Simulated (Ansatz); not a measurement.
**How the Voigt–Reuss–Hill shear modulus of hcp Zn moves with the method**

No measured value is used here.

```csv
level (code),value (GPa),cell (Å³/atom)
LDA (Ansatz),[?],13.62
PBE (Ansatz),41.8,15.24
PBEsol (Ansatz),52.2,14.22
r²SCAN (Ansatz),52.7,14.47
```

Q: What belongs in the gaps?

A: 
- LDA (Ansatz, a first-principles code), value (GPa): 57.1

Each level is taken at its own relaxed cell. Cutoffs differ between the levels. Ansatz's density-functional and Hartree–Fock values are scalar-relativistic unless marked +SOC, with PAW data made under PBE.
